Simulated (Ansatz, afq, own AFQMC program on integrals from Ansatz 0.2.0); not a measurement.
Two steps: Ansatz 0.2.0 writes the Fock matrix and Cholesky factors of the valence space, and afq projects on them the lowest state that overlaps trial and start.

```yaml
crystal:
  periodic: [false, false, false]
  atoms:
    - {symbol: Si, position_ang: [-0.982434, 0.019286, 0.000000]}
    - {symbol: H, position_ang: [-1.477306, 1.418994, 0.000000]}
    - {symbol: H, position_ang: [-1.477305, -0.680568, 1.212183]}
    - {symbol: H, position_ang: [-1.477306, -0.680568, -1.212182]}
    - {symbol: H, position_ang: [0.599566, 0.019286, 0.000000]}
    - {symbol: O, position_ang: [1.834566, 0.019286, -0.000001]}
    - {symbol: H, position_ang: [2.086425, -0.920664, -0.000001]}
basis:
  gaussian: {orbitals: cc-pVDZ}
magnetization: {spin_polarized: true, initial_magnetization: 1}
correlation: {method: ccsd_t, electrons: outside_noble_gas, hamiltonian_folder: ham}
```

```sh
$ ansatz run in.yaml --threads 1 --pin off --events-out ev --progress --plain --max-ram 24576MiB --backend cuda --devices 0, --max-vram 18GiB
```

afq runs on the folder ham with

```
--method phaseless --trial hf --walkers 4000 --populations 20 --least-time 40 --time-step 0.005 --steps-per-block 20 --equilibration-blocks 112 --max-blocks 4000 --target-error 0.00115 --factor-cut 1e-05 --start spin_pure --seed 1748 --taylor-order 6
```

Times are imaginary, in 1/Eh. The walk had a cap of 49 s. With eight or more populations the least sampling time is a fifth of least-time, and the error comes from their spread.

Log:

```
orbitals 51  electrons 8 7  factors 389 of 527
reference energy -366.59973503 Eh
CCSD correlation -0.34121143 Eh in 12 cycles, weight of the determinant in the CISD state 0.8654
energy of the start -366.600655 Eh
 block  time / (1/Eh)  mean weight  energy / Eh
     1     0.100  1.0022  -366.694899
     2     0.200  1.0025  -366.757222
     3     0.300  1.0024  -366.797604
     4     0.400  1.0024  -366.834117
     5     0.500  1.0022  -366.858227
     7     0.700  1.0012  -366.886630
     9     0.900  1.0006  -366.901962
    13     1.300  1.0004  -366.935165
    21     2.100  1.0001  -366.942400
    29     2.900  0.9998  -366.942182
    37     3.700  0.9998  -366.941784
    45     4.500  1.0000  -366.952115
    53     5.300  1.0003  -366.950440
    61     6.100  0.9999  -366.949294
    69     6.900  0.9998  -366.946477
    77     7.700  1.0002  -366.953327
    85     8.500  1.0001  -366.956027
    93     9.300  1.0000  -366.952714
   101    10.100  0.9996  -366.956546
   109    10.900  1.0001  -366.952032
   117    11.700  0.9999  -366.942109
   125    12.500  1.0004  -366.946226
   133    13.300  0.9998  -366.949335
   141    14.100  1.0003  -366.946321
   149    14.900  1.0002  -366.943143
   157    15.700  0.9998  -366.949684
   165    16.500  1.0004  -366.944353
   173    17.300  0.9999  -366.954787
   181    18.100  0.9995  -366.946089
   189    18.900  0.9999  -366.951429
error from the spread of 20 populations
energy -366.947871 +/- 0.000946 Eh
(rows thinned)
```

The run passed its tests (sampling time, drift between the halves within three errors, error under three times the target), which doesn't prove that it has relaxed.

Against this walk (error 25.7 meV) on the same determinant: CCSD(T) 0.7 meV lower (within the noise), CCSDT(Q) 47.6 meV lower (within the noise), a separate phaseless walk with a CISD trial and standard settings 32.6 ± 26.1 meV lower (within the noise). The error is statistical and leaves out the bias of the constraint.

Cautions: constraint bias not in the error.

The walk took 24 s on 1 × NVIDIA H100 80GB HBM3 with 2 threads of AMD EPYC 7R13 Processor (Zen 3), on a shared host (the card was shared). The log's last line is the phaseless energy.

CCSDT and higher add their correlation energy to the determinant of the CCSD(T) run, since their own runs factorise the integrals more tightly (a shift of under 2 meV). A walk keeps the symmetry of its determinant, which the program's search chose and which needn't be the lowest solution, so a lower state of the same spin and another symmetry isn't excluded.
